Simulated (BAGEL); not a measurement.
# C2H4Si (SMILES C=C[SiH]): ROHF/6-31G(d) (density fitting with qzvpp-jkfit, spherical functions)

Aim: the vertical ionisation energy of C2H4Si at ROHF/6-31G* (density fitting with qzvpp-jkfit, spherical functions), from 2 runs. 

The results are computed with BAGEL 1.2.2.

2 further runs of the same task are left out: 2 set aside as unsound or not needed. Runs told in other sessions of the task aren't counted.

### Step 1. The system as given

C2H4Si: 7 atoms, total charge 0, spin state triplet. As SMILES, `C=C[SiH]`. The coordinates come from a GFN2-xTB relaxation.

Bond lengths: C1–C2 1.348 Å, C2–Si3 1.831 Å, C1–H4 1.077 Å, C1–H5 1.077 Å, C2–H6 1.083 Å, Si3–H7 1.462 Å. Angles: C1–C2–Si3 124.2°, C1–C2–H6 118.4°, Si3–C2–H6 117.4°, C2–C1–H4 122.1°, C2–C1–H5 121.5°, C2–Si3–H7 123.4°, H4–C1–H5 116.4°.

### Step 2. A single-point energy at ROHF/6-31G(d) (density fitting with qzvpp-jkfit, spherical functions)

hf.json reads:

```json
{ "bagel" : [

{
  "title" : "molecule",
  "basis" : "6-31gs.json",
  "df_basis" : "qzvpp-jkfit",
  "angstrom" : true,
  "geometry" : [
    { "atom" : "C", "xyz" : [      -0.664880,       0.403150,      -0.661530 ] },
    { "atom" : "C", "xyz" : [      -0.043620,       0.393820,       0.534920 ] },
    { "atom" : "Si", "xyz" : [       1.210520,      -0.843240,       1.034030 ] },
    { "atom" : "H", "xyz" : [      -0.458220,      -0.333550,      -1.419980 ] },
    { "atom" : "H", "xyz" : [      -1.396740,       1.153360,      -0.910180 ] },
    { "atom" : "H", "xyz" : [      -0.297240,       1.164440,       1.252740 ] },
    { "atom" : "H", "xyz" : [       1.650180,      -1.937980,       0.169990 ] }
  ]
},

{
  "title" : "rohf",
  "nopen" : 2
},

{
  "title" : "print",
  "file" : "orbitals.molden",
  "orbitals" : true
}

]}
```

The basis set 6-31G* is read from a file made from the Basis Set Exchange's data (not shown).

Command:

```console
$ BAGEL_NUM_THREADS=1 BAGEL hf.json > hf.out
```

The log of the run:

```text
* using 1 threads per process

  ===============================================================
  ===============================================================

  *** Geometry ***

  { "atom" : "C", "xyz" : [     -1.256441,      0.761843,     -1.250111 ] },
  { "atom" : "C", "xyz" : [     -0.082430,      0.744212,      1.010852 ] },
  { "atom" : "Si", "xyz" : [      2.287551,     -1.593493,      1.954034 ] },
  { "atom" : "H", "xyz" : [     -0.865910,     -0.630318,     -2.683373 ] },
  { "atom" : "H", "xyz" : [     -2.639456,      2.179535,     -1.719991 ] },
  { "atom" : "H", "xyz" : [     -0.561702,      2.200473,      2.367336 ] },
  { "atom" : "H", "xyz" : [      3.118388,     -3.662251,      0.321235 ] },

  Number of auxiliary basis functions:      350

  Since a DF basis is specified, we compute 2- and 3-index integrals:
    o Being stored without compression. Storage requirement is 0.008 GB

  Number of basis functions:       54
  Number of electrons      :       30

    * METHOD: MOLECULE                             0.09

  *** Open-shell HF ***

  === Nuclear Repulsion ===
    83.0545169572

      * DIIS with orbital gradients will be used.

  === ROHF iteration (6-31gs.json) ===
      0       -366.69731455          0.04104089           0.03
      1       -366.80455523          0.02735794           0.04
      2       -366.84530516          0.01485429           0.03
      3       -366.86448409          0.00330699           0.03
      4       -366.86943430          0.00175547           0.04
      5       -366.87135370          0.00093608           0.04
      6       -366.87183010          0.00023299           0.04
      7       -366.87201870          0.00005779           0.03
      8       -366.87200407          0.00002268           0.04
      9       -366.87200954          0.00000755           0.03
     10       -366.87200884          0.00000328           0.04
     11       -366.87200928          0.00000080           0.03
     12       -366.87200948          0.00000025           0.04
     13       -366.87200952          0.00000006           0.03
     14       -366.87200952          0.00000002           0.04
     15       -366.87200951          0.00000001           0.04
    * SCF iteration converged.

    * S^2 (ROHF) is 2.0000

    * Permanent dipole moment:
           (    0.165279,    -0.162009,     0.068582) a.u.

    * METHOD: ROHF                                 0.63

    * METHOD: PRINT                                0.01

  ===============================================================
```

Run time: 0.89 s. Hardware: 1 thread of Arm Neoverse V2, shared host; peak memory 0.084 GiB.

### Step 3. The doublet cation

job.json reads:

```json
{ "bagel": [

{
  "title": "molecule",
  "basis": "6-31gs.json",
  "df_basis": "qzvpp-jkfit",
  "angstrom": true,
  "geometry": [
    { "atom": "C", "xyz": [   -0.664880,    0.403150,   -0.661530 ] },
    { "atom": "C", "xyz": [   -0.043620,    0.393820,    0.534920 ] },
    { "atom": "Si", "xyz": [    1.210520,   -0.843240,    1.034030 ] },
    { "atom": "H", "xyz": [   -0.458220,   -0.333550,   -1.419980 ] },
    { "atom": "H", "xyz": [   -1.396740,    1.153360,   -0.910180 ] },
    { "atom": "H", "xyz": [   -0.297240,    1.164440,    1.252740 ] },
    { "atom": "H", "xyz": [    1.650180,   -1.937980,    0.169990 ] }
  ]
},
{
  "title": "rohf",
  "charge": 1,
  "nopen": 1
},
{
  "title": "print",
  "file": "orbitals.molden",
  "orbitals": true
}

]}
```

The basis set 6-31G* is read from a file made from the Basis Set Exchange's data (not shown).

Command:

```console
$ BAGEL_NUM_THREADS=1 BAGEL job.json > job.out
```

The log of the run:

```text
* using 1 threads per process

  ===============================================================
  ===============================================================

  *** Geometry ***

  { "atom" : "C", "xyz" : [     -1.256441,      0.761843,     -1.250111 ] },
  { "atom" : "C", "xyz" : [     -0.082430,      0.744212,      1.010852 ] },
  { "atom" : "Si", "xyz" : [      2.287551,     -1.593493,      1.954034 ] },
  { "atom" : "H", "xyz" : [     -0.865910,     -0.630318,     -2.683373 ] },
  { "atom" : "H", "xyz" : [     -2.639456,      2.179535,     -1.719991 ] },
  { "atom" : "H", "xyz" : [     -0.561702,      2.200473,      2.367336 ] },
  { "atom" : "H", "xyz" : [      3.118388,     -3.662251,      0.321235 ] },

  Number of auxiliary basis functions:      350

  Since a DF basis is specified, we compute 2- and 3-index integrals:
    o Being stored without compression. Storage requirement is 0.008 GB

  Number of basis functions:       54
  Number of electrons      :       30

    * METHOD: MOLECULE                             0.09

  *** Open-shell HF ***

  === Nuclear Repulsion ===
    83.0545169572

      * DIIS with orbital gradients will be used.

  === ROHF iteration (6-31gs.json) ===
      0       -366.52309688          0.03344345           0.03
      1       -366.61322138          0.01442606           0.03
      2       -366.62615059          0.00694828           0.03
      3       -366.62951165          0.00175099           0.03
      4       -366.63013007          0.00053885           0.03
      5       -366.63026242          0.00026801           0.03
      6       -366.63028764          0.00004490           0.03
      7       -366.63029937          0.00001524           0.03
      8       -366.63030059          0.00000610           0.03
      9       -366.63030080          0.00000183           0.03
     10       -366.63030064          0.00000069           0.03
     11       -366.63030064          0.00000027           0.03
     12       -366.63030062          0.00000009           0.03
     13       -366.63030062          0.00000003           0.03
     14       -366.63030062          0.00000002           0.04
     15       -366.63030062          0.00000001           0.03
     16       -366.63030062          0.00000001           0.03
    * SCF iteration converged.

    * S^2 (ROHF) is 0.7500

    * Permanent dipole moment:
           (   -0.436516,     0.457225,    -0.130883) a.u.

    * METHOD: ROHF                                 0.64

    * METHOD: PRINT                                0.01

  ===============================================================
```

It took 0.91 s on 1 thread of Arm Neoverse V2, shared host; peak memory 0.084 GiB.

### Step 4. Outcome

At ROHF/6-31G* (density fitting with qzvpp-jkfit, spherical functions):

```
                                          quantity          value
                      triplet C2H4Si: total energy  -366.87201 Eh
                     triplet C2H4Si: dipole moment         0.61 D
                              triplet C2H4Si: ⟨S²⟩          2.000
                      doublet cation: total energy  -366.63030 Eh
                              doublet cation: ⟨S²⟩          0.750
vertical ionisation energy (to the doublet cation)       6.577 eV
```

What this shows: Removing an electron at fixed nuclei costs 6.58 eV (635 kJ/mol).
